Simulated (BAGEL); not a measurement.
**B3LYP/def2-SVP (density fitting with qzvpp-jkfit) run of AlSiNH8 (SMILES [AlH3-][NH2+][SiH3])**

What is the energy change on altering one bond length of AlSiNH8 at B3LYP/def2-SVP (density fitting with qzvpp-jkfit)? 

The calculation is run with BAGEL 1.2.2.

3 further runs of the same task are left out: 1 that didn't finish, 2 set aside as unsound or not needed. Runs told in other sessions of the task aren't counted.

### 1 The structure to begin with

AlSiNH8: 11 atoms, total charge 0, spin state singlet. SMILES: `[AlH3-][NH2+][SiH3]`. The coordinates come from a PBE0-D4/def2-TZVP relaxation.

Bond lengths: Al1–N2 2.069 Å, N2–Si3 1.792 Å, Al1–H4 1.609 Å, Al1–H5 1.602 Å, Al1–H6 1.601 Å, N2–H7 1.016 Å, N2–H8 1.016 Å, Si3–H9 1.487 Å, Si3–H10 1.476 Å, Si3–H11 1.475 Å. Some angles: Al1–N2–Si3 109.4°, Al1–N2–H7 107.3°, Al1–N2–H8 107.7°, Si3–N2–H7 112.7°, Si3–N2–H8 112.4°, N2–Al1–H4 97.1°, N2–Al1–H5 100.0°, N2–Al1–H6 101.1°, N2–Si3–H9 108.4°, N2–Si3–H10 107.2°.

### 2 The energy at B3LYP/def2-SVP (density fitting with qzvpp-jkfit)

File job.json:

```json
{ "bagel" : [

{
  "title" : "molecule",
  "basis" : "svp",
  "df_basis" : "qzvpp-jkfit",
  "angstrom" : true,
  "geometry" : [
    { "atom" : "Al", "xyz" : [      -0.900100,       1.211100,      -0.740800 ] },
    { "atom" : "N", "xyz" : [      -0.028300,       0.143500,       0.802700 ] },
    { "atom" : "Si", "xyz" : [       0.876200,      -1.248700,       0.128600 ] },
    { "atom" : "H", "xyz" : [      -0.721100,       0.091900,      -1.882400 ] },
    { "atom" : "H", "xyz" : [       0.093800,       2.465300,      -0.806700 ] },
    { "atom" : "H", "xyz" : [      -2.377200,       1.435300,      -0.165100 ] },
    { "atom" : "H", "xyz" : [       0.566700,       0.786500,       1.316700 ] },
    { "atom" : "H", "xyz" : [      -0.768500,      -0.144800,       1.435900 ] },
    { "atom" : "H", "xyz" : [       1.651500,      -1.882900,       1.228300 ] },
    { "atom" : "H", "xyz" : [       1.794800,      -0.716800,      -0.896700 ] },
    { "atom" : "H", "xyz" : [      -0.122500,      -2.197400,      -0.400100 ] }
  ]
},

{
  "title" : "ks",
  "xc_func" : "b3lyp"
},

{
  "title" : "print",
  "file" : "orbitals.molden",
  "orbitals" : true
}

]}
```

The run is started by

```
$ BAGEL_NUM_THREADS=1 BAGEL job.json > job.out
```

Output:

```text
* using 1 threads per process

  ===============================================================
  ===============================================================

  *** Geometry ***

  { "atom" : "Al", "xyz" : [     -1.700942,      2.288647,     -1.399909 ] },
  { "atom" : "N", "xyz" : [     -0.053479,      0.271176,      1.516883 ] },
  { "atom" : "Si", "xyz" : [      1.655778,     -2.359701,      0.243019 ] },
  { "atom" : "H", "xyz" : [     -1.362682,      0.173666,     -3.557220 ] },
  { "atom" : "H", "xyz" : [      0.177256,      4.658742,     -1.524442 ] },
  { "atom" : "H", "xyz" : [     -4.492257,      2.712324,     -0.311994 ] },
  { "atom" : "H", "xyz" : [      1.070908,      1.486270,      2.488202 ] },
  { "atom" : "H", "xyz" : [     -1.452255,     -0.273632,      2.713458 ] },
  { "atom" : "H", "xyz" : [      3.120883,     -3.558165,      2.321151 ] },
  { "atom" : "H", "xyz" : [      3.391680,     -1.354556,     -1.694517 ] },
  { "atom" : "H", "xyz" : [     -0.231491,     -4.152484,     -0.756079 ] },

  Number of auxiliary basis functions:      477

  Since a DF basis is specified, we compute 2- and 3-index integrals:
    o Being stored without compression. Storage requirement is 0.031 GB

  Number of basis functions:       90
  Number of electrons      :       42

    * METHOD: MOLECULE                             0.38

  *** Kohn-Sham DFT ***

    * Removing 19042 points whose weight is below 1.00e-10
    * Grid points: 144924

  === Nuclear Repulsion ===
   154.2129064566

       - DIIS with orbital gradients will be used.

  === KS iteration (b3lyp / svp) ===
      0       -566.13201452          0.11580703           0.77
      1       -562.80870743          0.08715982           0.72
      2       -547.74388647          0.18748639           0.72
      3       -574.68284940          0.10276465           0.73
      4       -582.59122472          0.07939130           0.71
      5       -585.73825723          0.06929761           0.72
      6       -590.85347293          0.02975288           0.72
      7       -590.67190544          0.03772271           0.71
      8       -591.32401458          0.00418178           0.71
      9       -591.33496056          0.00068379           0.71
     10       -591.33530498          0.00020824           0.71
     11       -591.33533245          0.00004876           0.71
     12       -591.33533391          0.00001095           0.72
     13       -591.33533397          0.00000143           0.71
     14       -591.33533397          0.00000045           0.70
     15       -591.33533397          0.00000018           0.71
     16       -591.33533397          0.00000003           0.71
     17       -591.33533397          0.00000001           0.70
    * SCF iteration converged.

    * Permanent dipole moment:
           (   -0.822015,     1.029467,    -1.440786) a.u.

    * METHOD: KS                                  14.23

    * METHOD: PRINT                                0.03

  ===============================================================
```

Wall time 15 s (1 thread of Arm Neoverse N1, shared host); peak memory 0.58 GiB.

### 3 The distorted shape at the same level

File input.json:

```json
{ "bagel": [

{
  "title": "molecule",
  "basis": "svp",
  "df_basis": "qzvpp-jkfit",
  "angstrom": "true",
  "geometry": [
    { "atom": "Al", "xyz": [       0.281599,       1.031737,      -1.201367 ] },
    { "atom": "N", "xyz": [       1.153399,      -0.035863,       0.342133 ] },
    { "atom": "Si", "xyz": [       2.057899,      -1.428063,      -0.331967 ] },
    { "atom": "H", "xyz": [       0.460599,      -0.087463,      -2.342967 ] },
    { "atom": "H", "xyz": [       1.275499,       2.285937,      -1.267267 ] },
    { "atom": "H", "xyz": [      -2.377200,       1.435300,      -0.165100 ] },
    { "atom": "H", "xyz": [       1.748399,       0.607137,       0.856133 ] },
    { "atom": "H", "xyz": [       0.413199,      -0.324163,       0.975333 ] },
    { "atom": "H", "xyz": [       2.833199,      -2.062263,       0.767733 ] },
    { "atom": "H", "xyz": [       2.976499,      -0.896163,      -1.357267 ] },
    { "atom": "H", "xyz": [       1.059199,      -2.376763,      -0.860667 ] }
  ]
},

{ "title": "ks", "xc_func": "b3lyp", "charge": 0 },

{ "title": "print", "file": "orbitals.molden", "orbitals": "true" }

]}
```

The run is started by

```
$ BAGEL_NUM_THREADS=1 BAGEL input.json > input.out
```

Output:

```text
* using 1 threads per process

  ===============================================================
  ===============================================================

  *** Geometry ***

  { "atom" : "Al", "xyz" : [      0.532145,      1.949700,     -2.270255 ] },
  { "atom" : "N", "xyz" : [      2.179608,     -0.067771,      0.646538 ] },
  { "atom" : "Si", "xyz" : [      3.888866,     -2.698648,     -0.627327 ] },
  { "atom" : "H", "xyz" : [      0.870406,     -0.165281,     -4.427566 ] },
  { "atom" : "H", "xyz" : [      2.410344,      4.319795,     -2.394788 ] },
  { "atom" : "H", "xyz" : [     -4.492257,      2.712324,     -0.311994 ] },
  { "atom" : "H", "xyz" : [      3.303995,      1.147323,      1.617857 ] },
  { "atom" : "H", "xyz" : [      0.780833,     -0.612579,      1.843112 ] },
  { "atom" : "H", "xyz" : [      5.353970,     -3.897112,      1.450805 ] },
  { "atom" : "H", "xyz" : [      5.624768,     -1.693503,     -2.564863 ] },
  { "atom" : "H", "xyz" : [      2.001596,     -4.491431,     -1.626425 ] },

  Number of auxiliary basis functions:      477

  Since a DF basis is specified, we compute 2- and 3-index integrals:
    o Being stored without compression. Storage requirement is 0.031 GB

  Number of basis functions:       90
  Number of electrons      :       42

    * METHOD: MOLECULE                             0.38

  *** Kohn-Sham DFT ***

    * Removing 18298 points whose weight is below 1.00e-10
    * Grid points: 145668

  === Nuclear Repulsion ===
   151.3663538782

       - DIIS with orbital gradients will be used.

  === KS iteration (b3lyp / svp) ===
      0       -565.56804090          0.11697890           0.73
      1       -563.48748734          0.08698559           0.71
      2       -564.00394891          0.16173622           0.71
      3       -576.73050467          0.09536353           0.72
      4       -585.58958502          0.06755251           0.72
      5       -589.07912997          0.04454568           0.71
      6       -589.41232004          0.03971321           0.71
      7       -588.21428563          0.06410580           0.72
      8       -591.11793602          0.01187374           0.71
      9       -591.18447502          0.00670188           0.71
     10       -591.21995270          0.00364320           0.71
     11       -591.23567628          0.00073636           0.71
     12       -591.23601084          0.00034065           0.71
     13       -591.23608844          0.00004358           0.70
     14       -591.23608957          0.00001702           0.71
     15       -591.23608980          0.00000199           0.71
     16       -591.23608980          0.00000134           0.71
     17       -591.23608980          0.00000026           0.70
     18       -591.23608980          0.00000018           0.70
     19       -591.23608980          0.00000002           0.70
     20       -591.23608980          0.00000000           0.70
    * SCF iteration converged.

    * Permanent dipole moment:
           (   -2.034788,     1.299023,    -1.059773) a.u.

    * METHOD: KS                                  16.25

    * METHOD: PRINT                                0.03

  ===============================================================
```

Run time: 17 s. Hardware: 1 thread of Arm Neoverse N1, shared host; peak memory 0.58 GiB.

### 4 Summary of results

At B3LYP/def2-SVP (density fitting with qzvpp-jkfit):

```
                                                          quantity          value
                                         first shape: total energy  -591.33533 Eh
                                        first shape: dipole moment         4.96 D
                                          first shape: HOMO energy       -7.23 eV
                                          first shape: LUMO energy       -0.57 eV
                                        first shape: HOMO–LUMO gap        6.65 eV
                                     distorted shape: total energy  -591.23609 Eh
                                    distorted shape: dipole moment         6.70 D
                                      distorted shape: HOMO energy       -5.34 eV
                                      distorted shape: LUMO energy       -1.36 eV
                                    distorted shape: HOMO–LUMO gap        3.98 eV
energy change with the Al1–H6 bond stretched from 1.601 to 2.882 Å       2.701 eV
```

With the Al1–H6 bond stretched from 1.601 to 2.882 Å the energy rises by 2.70 eV (62 kcal/mol). The first shape isn't relaxed at this level, so the change isn't measured from a minimum. A restricted reference can't describe the breaking bond well at this length.
